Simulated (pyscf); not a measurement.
**Four-centre exchange: H₃C–GaH–CH₃ (SMILES [CH3][GaH][CH3]) + H₂ (SMILES [H][H]) → H₃C–GaH–CH₃ (SMILES [CH3][GaH][CH3]) + H₂ (SMILES [H][H])**

Gas phase, singlet surface, charge 0. Bonds broken: C1–H4, H11–H12. Bonds formed: C1–H11, H4–H12. PySCF, gas phase, ωB97X-D3(BJ)/def2-SVP geometries.

Transition state (Å):

```xyz
12

C     -1.1873     1.0963     0.9867
Ga     0.2866     0.2766    -0.0305
C      0.0242    -1.4336    -0.9683
H     -2.1052     1.3317     2.3740
H     -2.1343     0.5700     0.9814
H     -0.9777     2.0274     1.4989
H      1.6848     1.0002    -0.0608
H     -1.0397    -1.6666    -1.1303
H      0.5430    -1.4475    -1.9400
H      0.4566    -2.2502    -0.3636
H     -2.5248     2.0991     1.1501
H     -2.8143     1.9890     2.1050
```

One imaginary mode, 2186i cm⁻¹; descent along it reached the two sides named.

```csv
bond,change,reactant side (Å),saddle,product side
C1–H4,breaks,1.105,1.680,4.0
H11–H12,breaks,0.759,1.004,2.8
C1–H11,forms,4.1,1.680,1.095
H4–H12,forms,2.9,1.004,0.760
```

Electronic energies relative to the separated reactants (kcal/mol):

```csv
level,barrier,reaction energy,reverse barrier
ωB97X-D3(BJ)/def2-TZVP,117.4,0.0,117.4
PBE/def2-TZVP,103.4,0.0,103.4
r²SCAN/def2-TZVP,109.5,0.0,109.5
B3LYP-D3(BJ)/def2-TZVP,111.5,0.0,111.5
PBE0-D3(BJ)/def2-TZVP,110.2,0.0,110.2
M06-2X/def2-TZVP,117.3,0.0,117.3
ωB97M-D3(BJ)/def2-TZVP,113.3,0.0,113.3
HF/def2-TZVP,141.3,0.0,141.3
```

With ωB97M-D3(BJ)/def2-TZVP energies and thermal terms (ideal gas, 1 atm, RRHO with modes under 100 cm⁻¹ raised to 100, one conformer, R ln 2 for chiral ones without a mode under 150 cm⁻¹), in kcal/mol:

| T (K) | ΔH‡ | ΔG‡ | ΔH | ΔG |
|---|---|---|---|---|
| 298 | 111.7 | 120.2 | 0.0 | 0.0 |
| 600 | 111.1 | 129.0 | 0.0 | 0.0 |
| 900 | 111.2 | 138.0 | 0.0 | 0.0 |
| 1200 | 111.6 | 146.9 | 0.0 | 0.0 |

The same reactants have a lower exit, to CH₄ + H₃C–GaH₂ (barrier +31.3 kcal/mol at ωB97M-D3(BJ)/def2-TZVP, against +113.3 kcal/mol here). Another saddle between the same species, by other bonds, lies lower (27.3 kcal/mol against 113.3 kcal/mol at ωB97M-D3(BJ)/def2-TZVP). Elements up to Kr have no core potential and no relativistic terms here.
